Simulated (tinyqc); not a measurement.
Worked calculation: geometry optimisation on the UHF/sto-3g surface (energies and gradients from PySCF), for CH2, spin multiplicity 3. Computed by tinyqc, a small Python program that keeps every step (integrals from PySCF). Settings: charge = 0, multiplicity = 3, basis = sto-3g, optimiser = bfgs, first Hessian = 0.6, largest step = 0.5, iteration cap = 30. Command: `OMP_NUM_THREADS=1 python tinyqc.py 27187 27188 out.jsonl` (the two numbers bound the seeds that draw the settings). One thread of a shared host (Intel(R) Xeon(R) Processor @ 2.60GHz), about 0.6 s of CPU time with the checks.

## Step 1: energy and gradient

positions at the start (bohr), order 1C, 2H, 3H:
$$\begin{pmatrix}
-0.088817 & 0.018897 & -0.007559 \\
0.045353 & 1.802799 & 0.993996 \\
-0.001890 & -1.904844 & 1.056357
\end{pmatrix}$$

Self-consistent energy and analytic gradient at these positions.

energy = -38.43088536 hartree

gradient (hartree/bohr), order 1C, 2H, 3H:
$$\begin{pmatrix}
-0.00319807 & 0.05299142 & -0.03674497 \\
0.00039623 & -0.00162459 & 0.00388671 \\
0.00280184 & -0.05136683 & 0.03285826
\end{pmatrix}$$

## Step 1: move

Quasi-Newton step p = -H^(-1) g (first H = 0.6 times the unit matrix); steps longer than 0.5 bohr are cut back.

positions after step 1 (bohr), order 1C, 2H, 3H:
$$\begin{pmatrix}
-0.083487 & -0.069422 & 0.053683 \\
0.044693 & 1.805506 & 0.987518 \\
-0.006559 & -1.819233 & 1.001593
\end{pmatrix}$$

## Step 2: energy and gradient

As before.

energy = -38.43481277 hartree

gradient (hartree/bohr), order 1C, 2H, 3H:
$$\begin{pmatrix}
-0.00057736 & -0.04681651 & 0.00096496 \\
0.00157699 & 0.02154861 & 0.01169358 \\
-0.00099963 & 0.02526791 & -0.01265854
\end{pmatrix}$$

## Step 2: move

inverse Hessian in use (bohr^2/hartree):
```
           1          2          3          4          5          6          7          8
1   1.668079   0.001366   0.012891  -0.000836  -0.008878  -0.006546  -0.000576   0.007512
2   0.001366   1.233585   0.071013   0.010790   0.159692   0.078355  -0.012156   0.273389
3   0.012891   0.071013   1.776419  -0.009196  -0.103703  -0.071150  -0.003694   0.032690
4  -0.000836   0.010790  -0.009196   1.666852   0.000764   0.001615   0.000651  -0.011554
5  -0.008878   0.159692  -0.103703   0.000764   1.657282   0.008337   0.008114  -0.150308
6  -0.006546   0.078355  -0.071150   0.001615   0.008337   1.680491   0.004931  -0.086692
7  -0.000576  -0.012156  -0.003694   0.000651   0.008114   0.004931   1.666592   0.004042
8   0.007512   0.273389   0.032690  -0.011554  -0.150308  -0.086692   0.004042   1.543585
9  -0.006345  -0.149368  -0.038602   0.007581   0.095366   0.057326  -0.001237   0.054002

           9
1  -0.006345
2  -0.149368
3  -0.038602
4   0.007581
5   0.095366
6   0.057326
7  -0.001237
8   0.054002
9   1.647943
```

Quasi-Newton step p = -H^(-1) g (the inverse Hessian comes from BFGS updates; coordinates in the order x, y, z of each atom); steps longer than 0.5 bohr are cut back.

positions after step 2 (bohr), order 1C, 2H, 3H:
$$\begin{pmatrix}
-0.082474 & -0.024923 & 0.057063 \\
0.042931 & 1.782280 & 0.974339 \\
-0.005811 & -1.840505 & 1.011391
\end{pmatrix}$$

## Step 3: energy and gradient

As before.

energy = -38.43616452 hartree

gradient (hartree/bohr), order 1C, 2H, 3H:
$$\begin{pmatrix}
0.00019415 & 0.00970463 & 0.00048929 \\
-0.00039230 & -0.00666252 & -0.00273351 \\
0.00019815 & -0.00304211 & 0.00224422
\end{pmatrix}$$

## Step 3: move

inverse Hessian in use (bohr^2/hartree):
```
           1          2          3          4          5          6          7          8
1   1.667944  -0.002793   0.012196  -0.000639  -0.005745  -0.005141  -0.000638   0.008537
2  -0.002793   1.129833   0.046497   0.016334   0.256128   0.116683  -0.013542   0.280706
3   0.012196   0.046497   1.773293  -0.008116  -0.087695  -0.063312  -0.004079   0.041198
4  -0.000639   0.016334  -0.008116   1.666576  -0.003804  -0.000328   0.000730  -0.012530
5  -0.005745   0.256128  -0.087695  -0.003804   1.584878  -0.024191   0.009549  -0.174340
6  -0.005141   0.116683  -0.063312  -0.000328  -0.024191   1.666888   0.005469  -0.092492
7  -0.000638  -0.013542  -0.004079   0.000730   0.009549   0.005469   1.666575   0.003993
8   0.008537   0.280706   0.041198  -0.012530  -0.174340  -0.092492   0.003993   1.560300
9  -0.007055  -0.163180  -0.043314   0.008445   0.111886   0.063090  -0.001390   0.051294

           9
1  -0.007055
2  -0.163180
3  -0.043314
4   0.008445
5   0.111886
6   0.063090
7  -0.001390
8   0.051294
9   1.646891
```

As before.

positions after step 3 (bohr), order 1C, 2H, 3H:
$$\begin{pmatrix}
-0.082787 & -0.032655 & 0.055205 \\
0.043347 & 1.789547 & 0.977210 \\
-0.005913 & -1.840040 & 1.010379
\end{pmatrix}$$

## Convergence

Stop when the largest gradient component is below 3e-5 hartree/bohr. The inverse Hessian follows the BFGS update with s = step, y = change of gradient.

Course of the optimisation:
```
step   E (hartree)  largest gradient (hartree/bohr)
1     -38.43088536                         5.30e-02
2     -38.43481277                         4.68e-02
3     -38.43616452                         9.70e-03
4     -38.43622880                         1.41e-03
5     -38.43623186                         6.75e-04
6     -38.43623336                         4.69e-04
7     -38.43623433                         7.40e-05
8     -38.43623434                         8.58e-06
```

Final distances (angstrom):
```
pair   distance
2H-1C  1.082033
3H-1C  1.082039
3H-2H  1.924095
```

Converged in 8 steps.
